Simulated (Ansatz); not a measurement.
Total energies of MgF2⁻ (the lowest doublet isomer of a short search) from Ansatz at PBE-D4/def2-TZVPD, gas phase (1 Eh = 27.2114 eV = 2625.5 kJ/mol). The reference geometry is relaxed at r2SCAN-D4/def2-TZVPD.

```csv
atom,x (Å),y (Å),z (Å)
Mg1,0.494,-0.272,-0.124
F2,-1.046,-1.245,-0.094
F3,0.551,1.517,0.219
```

```
            state                         geometry  energy (Eh)
charge -1 doublet                        reference   -399.70941
 charge 0 singlet                        reference   -399.65772
charge -1 quartet  relaxed at r2SCAN-D4/def2-TZVPD   -399.50658
```

(1) Work out the vertical ionisation energy to the singlet.

(2) Which of the charge -1 states is lowest, and how far above it are the others?

(1) E(charge 0 singlet) − E(charge -1 doublet) = -399.65772 − (-399.70941) = 0.05169 Eh = 1.41 eV. For comparison, −ε of the highest occupied level of the spin that leaves is -1.07 eV at this level, 2.48 eV less.

(2) The doublet. quartet: -399.50658 − (-399.70941) = 0.20283 Eh = 532.5 kJ/mol.

At PBE-D4/def2-TZVPD the highest occupied level of the charge -1 doublet lies above zero (up to 1.07 eV). By energy differences its removal costs 1.41 eV (vertical, to the charge 0 singlet, at PBE-D4/def2-TZVPD); a positive level beside a positive removal energy at the same level points to self-interaction error. At PBE-D4/def2-TZVPD the highest occupied level of the charge -1 quartet lies above zero (up to 1.83 eV). It is a level of α spin, whose loss leaves a triplet; that state wasn't run at this geometry and level. The electron is either unbound and held by the finite basis, or the level is raised by self-interaction error. 

The structure comes from a short search, and lower isomers may exist.
